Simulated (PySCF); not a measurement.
Gas-phase reaction: i-Si4H10 + 4 HF + 2 SiH2F → 6 SiH3F

Method: PySCF energies plus ideal-gas RRHO corrections (1 bar). † marks an energy on the PBE0/def2-TZVP geometry and frequencies; other levels use their own. 6-31G* has spherical d functions here. Open shells (unrestricted): SiH2F (multiplicity 2); the rest are closed-shell singlets. SiH2F: computed as isolated molecules; such fragments, hydroxides, amides, oligomers or adducts are transient or little studied in the gas. The harmonic model lacks anharmonicity and excited electronic states, which grow with temperature; levels with a mode under 35 cm⁻¹ are left out. Internal rotation in i-Si4H10 is treated as a harmonic vibration of one conformer, which makes the entropy rough.

```
level              ΔE electronic, kJ  ΔH°(298 K), kJ  ΔS°(298 K), J/K  ΔG°(600 K), kJ
-----------------  -----------------  --------------  ---------------  --------------
BLYP/def2-TZVP†                 -850            -850             -173            -739
HF/6-31G*                       -964            -957             -171            -847
PBE/def2-SVP                    -772            -771             -172            -661
r2SCAN/def2-TZVP†               -823            -823             -173            -712
LDA/def2-TZVP†                  -788            -788             -173            -677
```
ΔH° is lowest at HF/6-31G* and highest at PBE/def2-SVP. No reference value is set beside these.
